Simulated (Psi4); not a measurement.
**BNH5F (SMILES [NH3+][BH2-]F): levels of theory compared**

We compute a comparison of 4 runs (HF/def2-SVP, PBE0/def2-SVP, MS2h/may-cc-pVTZ, MP2/STO-3G) of BNH5F. 

The results are computed with Psi4 1.11.

5 further runs of the same task are left out: 4 that didn't finish, 1 set aside as unsound or not needed.

## 1. The structure to begin with

BNH5F has 8 atoms, charge 0, and is taken as a singlet. As SMILES, `[NH3+][BH2-]F`. The coordinates come from a GFN2-xTB relaxation.

Bond lengths: N1–B2 1.679 Å, B2–F3 1.386 Å, N1–H4 1.015 Å, N1–H5 1.015 Å, N1–H6 1.013 Å, B2–H7 1.190 Å, B2–H8 1.191 Å. Some angles: N1–B2–F3 101.2°, N1–B2–H7 106.2°, N1–B2–H8 106.3°, F3–B2–H7 112.2°, F3–B2–H8 112.2°, B2–N1–H4 106.9°, B2–N1–H5 106.8°, B2–N1–H6 111.4°, H7–B2–H8 117.0°, H4–N1–H5 109.5°.

## 2. Energy and forces at HF/def2-SVP (run 1)

The input, input.json:

```json
{
  "schema_name": "qcschema_input",
  "schema_version": 1,
  "molecule": {
    "schema_name": "qcschema_molecule",
    "schema_version": 2,
    "symbols": ["N", "B", "F", "H", "H", "H", "H", "H"],
    "geometry": [-0.81014449, 1.23618324, -0.56948786, 0.71238895, -1.23119436, 0.7210628, 2.42436744, -1.81791653, -1.17285852, -1.58799355, 0.61625859, -2.20905205, 0.51649994, 2.56651264, -0.95410382, -2.1514154, 1.92415693, 0.60951226, 1.72511208, -0.44809186, 2.56978187, -0.82879608, -2.84590865, 1.00512643],
    "molecular_charge": 0,
    "molecular_multiplicity": 1,
    "fix_symmetry": "c1"
  },
  "driver": "gradient",
  "model": {
    "method": "scf",
    "basis": "def2-SVP"
  },
  "keywords": {
    "puream": true,
    "e_convergence": 1e-09,
    "d_convergence": 1e-08,
    "scf_type": "pk",
    "scf_properties": ["MULLIKEN_CHARGES", "MAYER_INDICES", "LOWDIN_CHARGES"]
  }
}
```

Launch:

```console
psi4 --qcschema input.json -n 1 --memory 1600MB
```

stdout:

```text
[...]
  Running in c1 symmetry.
[...]
  Nuclear repulsion =   76.454778773314516
[...]
  Multiplicity = 1
[...]
  Nalpha       = 13
  Nbeta        = 13
[...]
    Number of basis functions: 67
[...]
   @RHF iter   1:  -181.31838324271575   -6.94379e-01   5.92536e-03 ADIIS/DIIS
[...]
   @RHF iter  11:  -181.40128542154156   -5.68434e-13   2.26898e-09 DIIS
[...]
    Orbital Energies [Eh]
    ---------------------
    Doubly Occupied:
       1A    -26.200810     2A    -15.648657     3A     -7.591468
       4A     -1.491215     5A     -1.238470     6A     -0.744904
       7A     -0.738628     8A     -0.729662     9A     -0.624828
      10A     -0.606671    11A     -0.583888    12A     -0.478796
      13A     -0.412574
[...]
  @RHF Final Energy:  -181.40128542154156
   => Energetics <=
    Nuclear Repulsion Energy =             76.4547787733145157
    One-Electron Energy =                -401.5309893747948422
    Two-Electron Energy =                 143.6749251799387821
    Total Energy =                       -181.4012854215415587
[...]
 Multipole Moments:
 ------------------------------------------------------------------------------------
     Multipole            Electronic (a.u.)      Nuclear  (a.u.)        Total (a.u.)
 ------------------------------------------------------------------------------------
 L = 1.  Multiply by 2.5417464519 to convert [e a0] to [Debye]
 Dipole X            :          2.5635992           -3.9319962           -1.3683970
 Dipole Y            :         -1.5090643            3.2970368            1.7879725
 Dipole Z            :         -1.8720156            1.3693397           -0.5026759
 Magnitude           :                                                    2.3069545
[...]
  Mulliken Charges: (a.u.)
   Center  Symbol    Alpha    Beta     Spin     Total
       1     N     3.57023  3.57023  0.00000 -0.14047
       2     B     2.28590  2.28590  0.00000  0.42821
       3     F     4.68751  4.68751  0.00000 -0.37501
       4     H     0.41497  0.41497  0.00000  0.17005
       5     H     0.41498  0.41498  0.00000  0.17005
       6     H     0.41565  0.41565  0.00000  0.16870
       7     H     0.60545  0.60545  0.00000 -0.21090
       8     H     0.60531  0.60531  0.00000 -0.21063
   Total alpha = 13.00000, Total beta = 13.00000, Total charge =  0.00000
[...]
  -Total Gradient:
     Atom            X                  Y                   Z
    ------   -----------------  -----------------  -----------------
       1       -0.002935901906     0.004208521675    -0.001372254101
       2       -0.008919971731     0.001819050692     0.012384892689
       3       -0.003691714772     0.000217199254     0.005789283563
       4       -0.000774547845    -0.006475018167    -0.006093889154
       5        0.008640820868     0.002204755464    -0.000537580288
       6       -0.003551977517    -0.000526128974     0.006760162822
       7       -0.001473187175    -0.007337240402    -0.012921307092
       8        0.012706480078     0.005888860458    -0.004009308438
[...]
```

The result, in JSON:

```text
{
 "driver": "gradient",
 "model": {
  "method": "scf",
  "basis": "def2-SVP"
 },
 "success": true,
 "return_result": [-0.0029359019060059832, 0.004208521675094862, -0.0013722541013648643, -0.008919971731033816, 0.0018190506920366598, 0.012384892689005278, -0.0036917147718777965, 0.00021719925393928752, 0.005789283563444936, -0.0007745478449043552, -0.006475018166515661, -0.006093889153985732, 0.008640820868164034, 0.0022047554640621247, -0.0005375802883845759, -0.003551977517287974, -0.000526128974094181, 0.006760162822062099, -0.0014731871750457287, -0.007337240402484818, -0.012921307092481404, 0.012706480077540633, 0.005888860457786832, -0.004009308438462783],
 "properties": {
  "calcinfo_nbasis": 67,
  "calcinfo_nmo": 67,
  "calcinfo_nalpha": 13,
  "calcinfo_nbeta": 13,
  "calcinfo_natom": 8,
  "nuclear_repulsion_energy": 76.45477877331452,
  "return_energy": -181.40128542154156,
  "return_gradient": [-0.0029359019060059832, 0.004208521675094862, -0.0013722541013648643, -0.008919971731033816, 0.0018190506920366598, 0.012384892689005278, -0.0036917147718777965, 0.00021719925393928752, 0.005789283563444936, -0.0007745478449043552, -0.006475018166515661, -0.006093889153985732, 0.008640820868164034, 0.0022047554640621247, -0.0005375802883845759, -0.003551977517287974, -0.000526128974094181, 0.006760162822062099, -0.0014731871750457287, -0.007337240402484818, -0.012921307092481404, 0.012706480077540633, 0.005888860457786832, -0.004009308438462783],
  "scf_one_electron_energy": -401.53098937479484,
  "scf_two_electron_energy": 143.67492517993878,
  "scf_dipole_moment": [-1.3683970201770985, 1.7879725185822246, -0.5026758919118908],
  "scf_total_energy": -181.40128542154156,
  "scf_total_gradient": [-0.0029359019060059832, 0.004208521675094862, -0.0013722541013648643, -0.008919971731033816, 0.0018190506920366598, 0.012384892689005278, -0.0036917147718777965, 0.00021719925393928752, 0.005789283563444936, -0.0007745478449043552, -0.006475018166515661, -0.006093889153985732, 0.008640820868164034, 0.0022047554640621247, -0.0005375802883845759, -0.003551977517287974, -0.000526128974094181, 0.006760162822062099, -0.0014731871750457287, -0.007337240402484818, -0.012921307092481404, 0.012706480077540633, 0.005888860457786832, -0.004009308438462783],
  "scf_iterations": 11
 }
}
```

It took 2.2 s on 1 thread of Intel Xeon 6975P-C (Granite Rapids), shared host; peak memory 0.22 GiB.

## 3. Energy and gradient at PBE0/def2-SVP (run 2)

The input, input.dat:

```
memory 1600 mb

molecule geom {
  N     -0.428710     0.654160    -0.301360
  B      0.376980    -0.651520     0.381570
  F      1.282920    -0.962000    -0.620650
  H     -0.840330     0.326110    -1.168980
  H      0.273320     1.358140    -0.504890
  H     -1.138480     1.018220     0.322540
  H      0.912890    -0.237120     1.359870
  H     -0.438580    -1.505990     0.531890
  symmetry c1
  no_reorient
  no_com
}

set basis def2-SVP
set puream true
set e_convergence 1e-09
set d_convergence 1e-08
set scf_type pk
set dft_radial_points 99
set dft_spherical_points 590

result = gradient('pbe0')
print_variables()
```

Launch:

```console
psi4 -i input.dat -o output.dat -n 1
```

output.dat:

```text
[...]
  Running in c1 symmetry.
[...]
  Nuclear repulsion =   76.454778753258708
[...]
  Multiplicity = 1
[...]
  Nalpha       = 13
  Nbeta        = 13
[...]
    Number of basis functions: 67
[...]
   @RKS iter   1:  -181.99943424938425   -3.81841e-01   9.17679e-03 DIIS/ADIIS
[...]
   @RKS iter  10:  -182.17376359380776   -2.75691e-12   7.49098e-09 DIIS
[...]
    Orbital Energies [Eh]
    ---------------------
    Doubly Occupied:
       1A    -24.686692     2A    -14.473170     3A     -6.767900
       4A     -1.126824     5A     -0.967135     6A     -0.578018
       7A     -0.574024     8A     -0.533502     9A     -0.438496
      10A     -0.401146    11A     -0.393875    12A     -0.319732
      13A     -0.266173
[...]
  @RKS Final Energy:  -182.17376359380776
   => Energetics <=
    Nuclear Repulsion Energy =             76.4547787532587080
    One-Electron Energy =                -401.6795009275664370
    Two-Electron Energy =                 160.6151820286123382
    DFT Exchange-Correlation Energy =     -17.5642234481123900
    Empirical Dispersion Energy =           0.0000000000000000
    VV10 Nonlocal Energy =                  0.0000000000000000
    Total Energy =                       -182.1737635938077631
[...]
 Multipole Moments:
 ------------------------------------------------------------------------------------
     Multipole            Electronic (a.u.)      Nuclear  (a.u.)        Total (a.u.)
 ------------------------------------------------------------------------------------
 L = 1.  Multiply by 2.5417464519 to convert [e a0] to [Debye]
 Dipole X            :        -18.6802353           17.3836473           -1.2965879
 Dipole Y            :         13.8032104          -12.0510103            1.7522001
 Dipole Z            :          9.3500791           -9.9155631           -0.5654840
 Magnitude           :                                                    2.2519142
[...]
  -Total Gradient:
     Atom            X                  Y                   Z
    ------   -----------------  -----------------  -----------------
       1       -0.007687923564     0.013786012892    -0.008266309876
       2       -0.006498288439    -0.002948463364     0.015730927924
       3       -0.006119395352     0.001397484111     0.007922429339
       4        0.003439652255    -0.001678473042     0.003883111514
       5       -0.000357337792    -0.005213149591     0.001576985428
       6        0.004555300149    -0.004195588752    -0.001131678799
       7       -0.002902404928    -0.009217172189    -0.015624902024
       8        0.015575758598     0.008055918401    -0.004078989138
[...]
```

Wall time 10 s (1 thread of Intel Xeon 6975P-C (Granite Rapids), shared host); peak memory 1.1 GiB.

Run 3 isn't shown in full; the table further down has it.

## 4. The energy at MP2/STO-3G (run 4)

The input, run.py:

```python
import psi4

psi4.set_memory('1600 MB')
psi4.set_num_threads(1)
psi4.core.set_output_file('psi4.out', False)

mol = psi4.geometry("""
N     -0.81014449     1.23618324    -0.56948786
B      0.71238895    -1.23119436     0.72106280
F      2.42436744    -1.81791653    -1.17285852
H     -1.58799355     0.61625859    -2.20905205
H      0.51649994     2.56651264    -0.95410382
H     -2.15141540     1.92415693     0.60951226
H      1.72511208    -0.44809186     2.56978187
H     -0.82879608    -2.84590865     1.00512643
units bohr
symmetry c1
""")

psi4.set_options({
    'basis': 'STO-3G',
    'puream': True,
    'e_convergence': 1e-09,
    'd_convergence': 1e-08,
    'scf_type': 'pk',
    'num_frozen_docc': 3,
    'mp2_type': 'conv',
})

E, wfn = psi4.energy('mp2', return_wfn=True)
print(f'mp2 energy: {E:.10f} Eh')
for k, v in sorted(psi4.core.scalar_variables().items()):
    print(f'{k:45s} {v:18.10f}')
```

Launch:

```console
python run.py
```

psi4.out:

```text
[...]
  Running in c1 symmetry.
[...]
  Nuclear repulsion =   76.454778773314516
[...]
  Multiplicity = 1
[...]
  Nalpha       = 13
  Nbeta        = 13
[...]
    Number of basis functions: 20
[...]
   @RHF iter   1:  -179.03948955535748   -2.20791e+00   1.25346e-02 ADIIS/DIIS
[...]
   @RHF iter  10:  -179.09565905933573   -1.42109e-13   5.14449e-09 DIIS
[...]
    Orbital Energies [Eh]
    ---------------------
    Doubly Occupied:
       1A    -25.771708     2A    -15.490365     3A     -7.342061
       4A     -1.368800     5A     -1.222391     6A     -0.710461
       7A     -0.707457     8A     -0.652730     9A     -0.492520
      10A     -0.454411    11A     -0.409328    12A     -0.342255
      13A     -0.295405
[...]
  @RHF Final Energy:  -179.09565905933573
   => Energetics <=
    Nuclear Repulsion Energy =             76.4547787733145157
    One-Electron Energy =                -400.5810922895619797
    Two-Electron Energy =                 145.0306544569117477
    Total Energy =                       -179.0956590593357305
[...]
 Multipole Moments:
 ------------------------------------------------------------------------------------
     Multipole            Electronic (a.u.)      Nuclear  (a.u.)        Total (a.u.)
 ------------------------------------------------------------------------------------
 L = 1.  Multiply by 2.5417464519 to convert [e a0] to [Debye]
 Dipole X            :          2.6816466           -3.9319962           -1.2503496
 Dipole Y            :         -1.5264634            3.2970368            1.7705734
 Dipole Z            :         -2.0378396            1.3693397           -0.6684998
 Magnitude           :                                                    2.2683025
[...]
	SCS-MP2 Total Energy (a.u.)        :  -179.21626008474405
	SOS-MP2 Total Energy (a.u.)        :  -179.21209930552524
	SCSN-MP2 Total Energy (a.u.)       :  -179.11762797361092
[...]
	SOS-PI-MP2 Total Energy (a.u.)     :  -179.23150601322348
[...]
	MP2 Total Energy (a.u.)            :  -179.20517493548334
[...]
```

The script printed:

```text
mp2 energy: -179.2051749355 Eh
CURRENT CORRELATION ENERGY                         -0.1095158761
CURRENT ENERGY                                   -179.2051749355
CURRENT REFERENCE ENERGY                         -179.0956590593
DD SOLVATION ENERGY                                 0.0000000000
HF KINETIC ENERGY                                 177.7938788727
HF POTENTIAL ENERGY                              -356.8895379320
HF TOTAL ENERGY                                  -179.0956590593
HF VIRIAL RATIO                                     2.0073218504
MP2 CORRELATION ENERGY                             -0.1095158761
MP2 DOUBLES ENERGY                                 -0.1095158761
MP2 OPPOSITE-SPIN CORRELATION ENERGY               -0.0970335385
MP2 SAME-SPIN CORRELATION ENERGY                   -0.0124823377
MP2 SINGLES ENERGY                                  0.0000000000
MP2 TOTAL ENERGY                                 -179.2051749355
NUCLEAR REPULSION ENERGY                           76.4547787733
ONE-ELECTRON ENERGY                              -400.5810922896
PCM POLARIZATION ENERGY                             0.0000000000
PE ENERGY                                           0.0000000000
SCF ITERATION ENERGY                             -179.0956590593
SCF ITERATIONS                                     10.0000000000
SCF TOTAL ENERGY                                 -179.0956590593
SCS(N)-MP2 CORRELATION ENERGY                      -0.0219689143
SCS(N)-MP2 TOTAL ENERGY                          -179.1176279736
SCS-MP2 CORRELATION ENERGY                         -0.1206010254
SCS-MP2 TOTAL ENERGY                             -179.2162600847
SCS-MP2-VDW CORRELATION ENERGY                     -0.1304440981
SCS-MP2-VDW TOTAL ENERGY                         -179.2261031574
SOS-MP2 CORRELATION ENERGY                         -0.1164402462
SOS-MP2 TOTAL ENERGY                             -179.2120993055
SOS-PI-MP2 CORRELATION ENERGY                      -0.1358469539
SOS-PI-MP2 TOTAL ENERGY                          -179.2315060132
TWO-ELECTRON ENERGY                               145.0306544569
```

It took 1.2 s on 1 thread of Intel Xeon 6975P-C (Granite Rapids), shared host; peak memory 0.18 GiB.

## 5. Overview of the runs

| run | level | properties | integration grid | energy (Eh) | dipole moment (D) | HOMO energy (eV) | LUMO energy (eV) | wall time |
| --- | --- | --- | --- | --- | --- | --- | --- | --- |
| 1 | HF/def2-SVP | (mulliken, mayer, lowdin) | – | -181.401285 | 5.86 | -11.23 | 3.70 | 2.2 s |
| 2 | PBE0/def2-SVP | – | 99 radial × 590 angular | -182.173764 | 5.72 | -7.24 | 0.71 | 10 s |
| 3 | MS2h/may-cc-pVTZ (density fitting) | – | 75 radial × 302 angular | -182.628000 | 5.44 | -6.90 | -0.76 | 16 s |
| 4 | MP2/STO-3G | – | – | -179.205175 | – | -8.04 | 14.16 | 1.2 s |

## 6. Summary of results

| quantity | value |
| --- | --- |
| run 4: total energy | -179.20517 Eh |
| run 4: HOMO energy (Hartree–Fock orbitals) | -8.04 eV |
| run 4: LUMO energy (Hartree–Fock orbitals) | 14.16 eV |
| run 4: HOMO–LUMO gap (Hartree–Fock orbitals) | 22.20 eV |
| run 4: correlation energy (3 core orbitals frozen) | -109.5 mEh |

What this shows: Over runs 1, 2, 3 the dipole moment (its size) runs from 5.44 D (MS2h/may-cc-pVTZ) to 5.86 D (HF/def2-SVP). The two ends differ in method and basis. Over runs 1, 2, 3 the HOMO–LUMO gap runs from 6.15 eV (MS2h/may-cc-pVTZ) to 14.92 eV (HF/def2-SVP). Totals of different functionals can't be ranked against each other. In run 4 the basis is minimal, so the values are rough. All runs together took 30 s, the longest 16 s.
